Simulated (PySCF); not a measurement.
Cl2, SMILES ClCl (connectivity only; charge and spin as stated), charge +1, multiplicity 2. Geometry optimised at PBE0-D3(BJ)/def2-TZVPD.

These are PySCF with PBE0-D3(BJ)/def2-TZVPD values and carry that method's errors.

Harmonic wavenumbers (cm⁻¹): 675. Rotational constants (GHz): 8.037 (linear); symmetry number 2.

Work out the zero-point energy and the ideal-gas rigid-rotor harmonic-oscillator thermochemistry at 298.15 K and 1 atm.

ZPE = ½ Σ hcν = ½ × 675 cm⁻¹ = 4.04 kJ/mol. H − E(el) = 13.04 kJ/mol. Entropy in J/(mol K): translation 161.89, rotation 57.84, vibration 1.41, spin 5.76, total 226.91. G − E(el) = -54.62 kJ/mol. Cp = 32.77 J/(mol K).
